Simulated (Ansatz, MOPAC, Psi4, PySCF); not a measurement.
Molecule: hydrogen fluoride, HF, net charge 0, singlet state. SMILES: F
Geometry from a B3LYP-D3(BJ)/def2-TZVP (Ansatz, a first-principles code) optimisation:
```xyz
2

F      0.0000     0.0000    -0.0925
H      0.0000     0.0000     0.8321
```
Charge 0, spin multiplicity 1.

Quantity: vertical ionisation energy to the doublet, in eV. Set-up: open shells spin-unrestricted; 6-31G* and kin with 6d, 5d where marked; each state is the SCF solution reached for its charge and spin; 6-311+G** with 5d; frozen cores in correlated levels; no spin-orbit coupling; non-relativistic. CBS(X,Y): correlation extrapolated as X^-3; Hartree-Fock from the larger set. First-principles rows: single points at B3LYP-D3(BJ) geometries (Ansatz). Semi-empirical rows: differences of heats of formation at the shared geometry for vertical values.

Measured values: CCCBDB table in ASE; they hold spin-orbit and core effects. 

Value to compare with, the measured value: 16.12 eV.

| level | program | vertical ionisation energy to the doublet (eV) | error |
|---|---|---|---|
| PM6 | MOPAC | 15.53 | -0.59 |
| MNDO | MOPAC | 14.50 | -1.62 |
| HF/6-31G* | Ansatz | 14.10 | -2.02 |
| PBE/6-311+G** | Ansatz | 16.33 | 0.21 |
| B3LYP/3-21G | Ansatz | 15.06 | -1.06 |
| B3LYP/6-31G* | Ansatz | 15.74 | -0.38 |
| B3LYP/6-311+G** | Ansatz | 16.34 | 0.22 |
| M06-2X/6-31G* (5d) | PySCF | 15.73 | -0.39 |
| wB97X-D/6-31G* | Psi4 | 15.77 | -0.35 |
| MP2/6-31G* | Ansatz | 15.60 | -0.52 |
| wB97M-V/def2-TZVPD | Ansatz | 16.11 | -0.01 |
| CCSD(T)/CBS(aug-cc-pVTZ,aug-cc-pVQZ) | Ansatz | 16.25 | 0.13 |

Among the 10 habitual levels, HF/6-31G* lies farthest from the measured value (-2.02 eV); 2 of 10 lie above it, and their mean absolute error is 0.74 eV, the median 0.46. One case shows no general order.

The levels are drawn from those run, B3LYP/6-31G* more often than the rest, none by its result; runs whose electronic state is in doubt are left out.
